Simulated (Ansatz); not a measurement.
Input file:

```yaml
crystal:
  periodic: [false, false, false]
  atoms:
    - {symbol: Si, position_ang: [0.000000, -0.042283, 1.106932]}
    - {symbol: Si, position_ang: [0.000000, 0.087730, -1.206301]}
    - {symbol: H, position_ang: [1.209065, -0.747364, 1.613865]}
    - {symbol: H, position_ang: [0.000001, 1.352573, 1.617487]}
    - {symbol: H, position_ang: [-1.209066, -0.747363, 1.613865]}
    - {symbol: H, position_ang: [-0.000001, -1.124200, -2.076363]}
basis:
  gaussian: {orbitals: 6-31G}
total_charge: 1
magnetization: {spin_polarized: true, initial_magnetization: 1}
correlation: {method: bccd, electrons: all}
```

```sh
$ ansatz run in.yaml --threads 1 --pin off --events-out ev --progress --plain --max-ram 2393MiB
```

Log:

```
408 factors; integrals over basis functions are off by at most 2.0e-4 eV
mean field evaluation 1: about -15774.4239 eV, gradient 8.9e0 eV
mean field evaluation 2: about -15774.4293 eV, gradient 8.9e0 eV
mean field evaluation 4: about -15775.5042 eV, gradient 9.5e-1 eV
mean field evaluation 8: about -15775.5303 eV, gradient 5.4e-3 eV
mean field evaluation 16: about -15774.7885 eV, gradient 2.5e0 eV
mean field evaluation 32: about -15774.1855 eV, gradient 7.9e-4 eV
mean field -15775.53031307 eV, -579.7400459667 hartree, gradient 8.7e-6 eV, S^2 0.752132; 3 other end points of the search recorded, 0 dependent functions left out
determinant -15775.53031307 eV, -579.7400459667 hartree, with singles and doubles -15778.89858011 eV, -579.8638274973 hartree
determinant -15774.18553573 eV, -579.6906263111 hartree, with singles and doubles -15777.67287808 eV, -579.8187837788 hartree
reference -15775.53031307 eV, -579.7400459667 hartree; 16, 15 occupied and 18, 19 virtual orbitals, 408 factors
second order -2.49434049 eV of doubles, -0.00000000 eV of singles
cycle   1  -3.36666165 eV  change    1.6e-3 eV  update   2.6e-3
cycle   2  -3.36591598 eV  change    7.5e-4 eV  update   5.9e-4
cycle   3  -3.36561311 eV  change    3.0e-4 eV  update   2.6e-4
cycle   4  -3.36559772 eV  change    1.5e-5 eV  update   9.7e-5
cycle   5  -3.36562838 eV  change   -3.1e-5 eV  update   4.0e-5
cycle   6  -3.36563883 eV  change   -1.0e-5 eV  update   1.4e-5
Total energy: -15778.89595190 eV, -579.8637309125 hartree
```

Ran on 1 thread of Arm Neoverse V1, shared host: 2.1 s wall, 0.12 GiB peak host memory.
